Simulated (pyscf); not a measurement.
## Hydrogen abstraction: silane (SiH₄) + H atom (H•) → silyl (SiH₃•) + hydrogen (H₂)

Gas phase, doublet surface, charge 0. Bonds broken: Si1–H2. Bonds formed: H2–H6. Single points on ωB97X-D3(BJ)/def2-SVP structures (PySCF, gas phase).

Transition state (Å):

```xyz
6

Si    -1.2101    -0.4822    -0.0393
H     -0.5820     0.9721    -0.0550
H     -0.2952    -1.4075    -0.7665
H     -2.5387    -0.4379    -0.7137
H     -1.3667    -0.9218     1.3764
H     -0.1029     2.0815    -0.0669
```

One imaginary mode, 1005i cm⁻¹; descent along it reached the two sides named.

```tsv
bond	change	reactant side (Å)	saddle	product side
Si1–H2	breaks	1.491	1.584	3.4
H2–H6	forms	3.5	1.208	0.761
```

Electronic energies relative to the separated reactants (eV):

```csv
level,barrier,reaction energy,reverse barrier
ωB97X-D3(BJ)/def2-TZVP,0.21,-0.45,0.67
PBE/def2-TZVP,0.01,-0.58,0.60
r²SCAN/def2-TZVP,-0.03,-0.66,0.63
B3LYP-D3(BJ)/def2-TZVP,0.02,-0.63,0.65
PBE0-D3(BJ)/def2-TZVP,0.09,-0.53,0.62
M06-2X/def2-TZVP,0.24,-0.62,0.86
ωB97M-D3(BJ)/def2-TZVP,0.22,-0.48,0.70
HF/def2-TZVP,0.57,-0.31,0.88
```

With ωB97M-D3(BJ)/def2-TZVP energies and thermal terms (ideal gas, 1 atm, RRHO with modes under 100 cm⁻¹ raised to 100, one conformer, R ln 2 for chiral ones without a mode under 150 cm⁻¹), in eV:

```json
[
 {"T (K)": "298", "ΔH‡": "0.15", "ΔG‡": "0.39", "ΔH": "-0.46", "ΔG": "-0.55"},
 {"T (K)": "600", "ΔH‡": "0.14", "ΔG‡": "0.63", "ΔH": "-0.45", "ΔG": "-0.64"},
 {"T (K)": "900", "ΔH‡": "0.13", "ΔG‡": "0.88", "ΔH": "-0.47", "ΔG": "-0.73"},
 {"T (K)": "1200", "ΔH‡": "0.13", "ΔG‡": "1.13", "ΔH": "-0.50", "ΔG": "-0.81"}
]
```

At r²SCAN this geometry lies under the reactants; that is no barrier but a single point on another level's saddle; such a level's own saddle, if it has one, lies nearer that side and is low. This is the saddle that the search found; another between the same sides may lie lower. The angle at the transferred H is 180°.
